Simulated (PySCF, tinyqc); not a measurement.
CISD on RHF in the sto-6g basis, frozen core, for LiH, spin multiplicity 1, step by step. The lowest restricted solution is unstable here: a spin-polarised one lies 0.0930 hartree lower (PySCF). One step of it, computed by the program tinyqc.

Question. CISD: roots. Diagonalise (each vector has its largest component positive (the first on a tie)); all determinants have Ms = 0, so triplets appear too. The lowest singlet root is the correlation energy.

Occupation strings over the orbitals (2 doubly, a alpha, b beta, 0 empty; spin orbitals ordered 1a 1b 2a 2b ...): 220000 2ab000 2a000b 2ba000 2b000a 202000 20a00b 200200 200020 20b00a 200002

H - E(HF) between determinants (hartree):
```
           220000     2ab000     2a000b     2ba000     2b000a     202000     20a00b     200200
220000   0.000000   0.000000   0.000000   0.000000   0.000000   0.071802   0.078076   0.021960
2ab000   0.000000   0.058532  -0.006792  -0.071802  -0.078076   0.107455  -0.056357   0.024924
2a000b   0.000000  -0.006792   0.162584  -0.078076  -0.116200  -0.056357   0.055446   0.013613
2ba000   0.000000  -0.071802  -0.078076   0.058532  -0.006792  -0.107455  -0.080090  -0.024924
2b000a   0.000000  -0.078076  -0.116200  -0.006792   0.162584   0.056357   0.050301  -0.013613
202000   0.071802   0.107455  -0.056357  -0.107455   0.056357   0.337836  -0.119367   0.040399
20a00b   0.078076  -0.056357   0.055446  -0.080090   0.050301  -0.119367   0.307001   0.005936
200200   0.021960   0.024924   0.013613  -0.024924  -0.013613   0.040399   0.005936   0.536443
200020   0.021960   0.024924   0.013613  -0.024924  -0.013613   0.040399   0.005936   0.016875
20b00a  -0.078076  -0.080090   0.050301  -0.056357   0.055446   0.119367  -0.062682  -0.005936
200002   0.116200  -0.050301   0.066381   0.050301  -0.066381   0.062682  -0.055455   0.016290

           200020     20b00a     200002
220000   0.021960  -0.078076   0.116200
2ab000   0.024924  -0.080090  -0.050301
2a000b   0.013613   0.050301   0.066381
2ba000  -0.024924  -0.056357   0.050301
2b000a  -0.013613   0.055446  -0.066381
202000   0.040399   0.119367   0.062682
20a00b   0.005936  -0.062682  -0.055455
200200   0.016875  -0.005936   0.016290
200020   0.536443  -0.005936   0.016290
20b00a  -0.005936   0.307001   0.055455
200002   0.016290   0.055455   0.381435
```

Give: lowest roots of this matrix, relative to E(HF); lowest vectors; <S^2> of these roots; weight of the ground state by excitation level 0, 1, 2, ....

Answer.

lowest roots of this matrix, relative to E(HF) (hartree): -0.100  -0.087  -0.028  0.006  0.280  0.295  0.358  0.447

lowest vectors:
```
        root 1  root 2  root 3  root 4
220000   0.822   0.000  -0.332   0.000
2ab000   0.165   0.632   0.492  -0.150
2a000b  -0.049   0.263  -0.260   0.596
2ba000  -0.165   0.632  -0.492  -0.150
2b000a   0.049   0.263   0.260   0.596
202000  -0.339   0.000  -0.382   0.000
20a00b  -0.249   0.177  -0.026  -0.350
200200  -0.009   0.000   0.000   0.000
200020  -0.009   0.000   0.000   0.000
20b00a   0.249   0.177   0.026  -0.350
200002  -0.163   0.000   0.351   0.000
```

<S^2> of these roots: 0.000  2.000  0.000  2.000  0.000  0.000  2.000  0.000

weight of the ground state by excitation level 0, 1, 2, ...: 0.675  0.059  0.266

The reference has a weight of only 0.68: one determinant is a poor start here. A root of higher spin lies below E(HF).
